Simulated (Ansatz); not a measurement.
# CH4FSi (SMILES C[SiH]F) at UCCSD(T)/aug-cc-pVDZ

Aim: the vertical electron affinity of CH4FSi at UCCSD(T)/aug-cc-pVDZ, from 2 runs. 

The results are computed with Ansatz 0.2.0.

45 further runs of the same task are left out: 45 set aside as unsound or not needed.

## (1) Starting point

CH4FSi has 7 atoms, charge 0, and is taken as a doublet. As SMILES, `C[SiH]F`. The shape is that of a PBE0-D4/def2-TZVP optimisation.

Bond lengths: C1–Si2 1.864 Å, Si2–F3 1.609 Å, C1–H4 1.091 Å, C1–H5 1.093 Å, C1–H6 1.094 Å, Si2–H7 1.494 Å. Angles: C1–Si2–F3 108.7°, C1–Si2–H7 111.7°, F3–Si2–H7 106.7°, Si2–C1–H4 111.5°, Si2–C1–H5 109.9°, Si2–C1–H6 110.0°, H4–C1–H5 108.4°, H4–C1–H6 108.5°, H5–C1–H6 108.5°.

## (2) The energy at UCCSD(T)/aug-cc-pVDZ

File molecule.yaml:

```yaml
crystal:
  periodic: [false, false, false]
  atoms:
    - {symbol: C, position_ang: [-0.653500, 0.389500, -0.298000]}
    - {symbol: Si, position_ang: [0.917400, -0.594100, -0.104100]}
    - {symbol: F, position_ang: [0.640700, -1.812800, 0.909600]}
    - {symbol: H, position_ang: [-1.444900, -0.207800, -0.754100]}
    - {symbol: H, position_ang: [-0.470200, 1.260900, -0.931700]}
    - {symbol: H, position_ang: [-1.000700, 0.738300, 0.679600]}
    - {symbol: H, position_ang: [2.011300, 0.226000, 0.498700]}
basis:
  gaussian: {orbitals: aug-cc-pVDZ}
correlation: {method: ccsd_t, frozen_orbitals: {C: 1, F: 1, H: 0, Si: 5}}
scf: {omitted_lower_state_checks: [cluster_reference, increment]}
magnetization: {spin_polarized: true, initial_magnetization: 1}
accuracy: high
```

The run is started by

```
$ ansatz run molecule.yaml --threads 1 --pin off --max-ram 3480MiB --events-out events.jsonl --progress --plain --runs-dir runs
```

Output, cut to the lines that bear on the results:

```text
Warning: RAYON_NUM_THREADS=1 ignored (pool sized by the plan → 1); use --threads N
Functional definition: HF
  name "HF"
[...]
2190 factors; integrals over basis functions are off by at most 3.6e-9 eV
[...]
mean field -11663.02902729 eV, -428.6084112679 hartree, gradient 6.6e-8 eV, S^2 0.753006; 0 other end points of the search recorded, 0 dependent functions left out
7 core orbitals not correlated: weight in the atoms' cores, before any rotation towards them, 1.000 or more for the frozen orbitals, at most 0.000 for the correlated occupied ones
reference -11663.02902729 eV, -428.6084112679 hartree; 10, 9 occupied and 92, 93 virtual orbitals, 2190 factors
second order -12.05188507 eV of doubles, -0.00000000 eV of singles
cycle   1  -12.52246492 eV  change   -4.7e-1 eV  update   8.6e-2
[...]
cycle  23  -12.92163556 eV  change   7.1e-10 eV  update   2.1e-9
perturbative correction -0.34422235 eV, -0.0126499379 hartree
Total energy: -11676.29488520 eV, -429.0959225541 hartree
Checks for a lower state left out: cluster_reference, increment
```

Run time: 1.9 min. Hardware: 1 thread of Arm Neoverse V2, shared host; peak memory 1.9 GiB.

## (3) The singlet anion at the same level

Changes to molecule.yaml since step 2:

```diff
@@ -11,6 +11,10 @@
 basis:
-  gaussian: {orbitals: aug-cc-pVDZ}
-correlation: {method: ccsd_t, frozen_orbitals: {C: 1, F: 1, H: 0, Si: 5}}
-scf: {omitted_lower_state_checks: [cluster_reference, increment]}
-magnetization: {spin_polarized: true, initial_magnetization: 1}
+  gaussian:
+    orbitals: aug-cc-pVDZ
+total_charge: -1
+correlation:
+  method: ccsd_t
+  frozen_orbitals: {C: 1, F: 1, H: 0, Si: 5}
 accuracy: high
+scf:
+  omitted_lower_state_checks: [cluster_reference, increment]
```

The run is started by

```
$ ansatz run molecule.yaml --threads 1 --pin off --max-ram 3480MiB --events-out events.jsonl --progress --plain --runs-dir runs
```

Output, cut to the lines that bear on the results:

```text
Warning: RAYON_NUM_THREADS=1 ignored (pool sized by the plan → 1); use --threads N
[... 2 set-up lines as earlier in the session ...]
[...]
2190 factors; integrals over basis functions are off by at most 3.6e-9 eV
[...]
mean field -11662.51919768 eV, -428.5896753752 hartree, gradient 2.8e-8 eV, S^2 0.000000; 0 other end points of the search recorded, 0 dependent functions left out
7 core orbitals not correlated: weight in the atoms' cores, before any rotation towards them, 1.000 or more for the frozen orbitals, at most 0.000 for the correlated occupied ones
reference -11662.51919768 eV, -428.5896753752 hartree; 10, 10 occupied and 92, 92 virtual orbitals, 2190 factors
second order -12.93403708 eV of doubles, -0.00000000 eV of singles
cycle   1  -13.44646652 eV  change   -5.1e-1 eV  update   9.5e-2
[...]
cycle  29  -13.87315585 eV  change  -7.7e-10 eV  update   2.1e-9
perturbative correction -0.40537732 eV, -0.0148973416 hartree
Total energy: -11676.79773084 eV, -429.1144017907 hartree
Checks for a lower state left out: cluster_reference, increment
```

It took 40 s on 1 thread of Arm Neoverse V2, shared host; peak memory 0.88 GiB.

## (4) What came out

Level: UCCSD(T)/aug-cc-pVDZ, 7 core orbitals frozen.

| quantity | value |
| --- | --- |
| doublet CH4FSi: total energy | -429.09592 Eh |
| doublet CH4FSi: correlation energy (7 core orbitals frozen) | -487.5 mEh |
| doublet CH4FSi: (T) correction | -12.65 mEh |
| doublet CH4FSi: ⟨S²⟩ of the reference determinant | 0.753 |
| doublet CH4FSi: T1 diagnostic | 0.014 |
| singlet anion: total energy | -429.11440 Eh |
| singlet anion: correlation energy (7 core orbitals frozen) | -524.7 mEh |
| singlet anion: (T) correction | -14.90 mEh |
| singlet anion: T1 diagnostic | 0.015 |
| vertical electron affinity (to the singlet anion) | 0.503 eV |

In words: At fixed nuclei the extra electron is bound by 0.50 eV (11.6 kcal/mol). The triples (doublet CH4FSi) make up 2.6 % of the correlation energy. The triples (singlet anion) make up 2.8 % of the correlation energy.
